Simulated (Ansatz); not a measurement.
Program: Ansatz. Geometries: PBE0-D4/def2-TZVP. ΔE: electronic, gas phase. CBS: MP2 limit from def2 TZ/QZ plus the TZ coupled-cluster correction, frozen cores. This one scheme is used for every species, atoms too. For atomizations the MP2-based limit and the directly extrapolated one differ by several kJ/mol either way, and by 10 to 25 for some Ge, Se and Sn compounds, so smaller differences from it don't rank the levels. Functionals use def2-TZVPP. Open shells (•) are unrestricted, without spin–orbit coupling. Spin–orbit coupling would lower the free atoms: a little for C. Each species was taken in one conformer, which may not be the lowest.

Reaction (atomization): `CC(C)(C)P` → 4 C• + 11 H• + P•

`CC(C)(C)P`:

Cartesian coordinates in Å:
```
C -0.927 -1.062 -0.080
C 0.059 0.096 -0.024
C 1.491 -0.435 -0.036
C -0.174 0.923 1.238
P -0.109 1.257 -1.483
H -0.782 -1.666 -0.978
H -0.794 -1.716 0.790
H -1.960 -0.706 -0.077
H 2.221 0.378 0.001
H 1.690 -1.029 -0.932
H 1.659 -1.078 0.834
H -1.192 1.322 1.272
H 0.522 1.763 1.302
H -0.032 0.299 2.126
H -0.146 0.267 -2.502
H -1.525 1.388 -1.450
```

| species | r2SCAN0 energy (Eh) |
| --- | --- |
| `CC(C)(C)P` | -500.32199 |
| C• | -37.83406 |
| H• | -0.49987 |
| P• | -341.23715 |

Problem. Work out ΔE.

Solution. ΔE = 11 × (-0.49987) + 4 × (-37.83406) + (-341.23715) − (-500.32199) = 2.25003 Eh = +5907.5 kJ/mol. CCSD(T)/CBS gives +5956.4 kJ/mol.

Largest T1 diagnostic among the species: 0.010.

The D4 term adds +58.4 kJ/mol with B3LYP and +30.8 kJ/mol with PBE0; it sums over pairs of atoms, weighted by their polarisabilities, and B3LYP, whose exchange is more repulsive, gets the larger term. From PBE to PBE0 (25 % exact exchange), in def2-TZVPP and without D4, ΔE moves by −51.7 kJ/mol: exact exchange takes away binding that semilocal exchange gives to molecules. In def2-TZVPP, CCSD(T) changes the Hartree–Fock value by +1363.6 kJ/mol (the triples alone add +69.2 kJ/mol) and MP2 by +1386.8 kJ/mol; breaking electron pairs costs correlation energy, which Hartree–Fock lacks.

B3LYP here is the variant with VWN-RPA as its local correlation; programs differ in this.
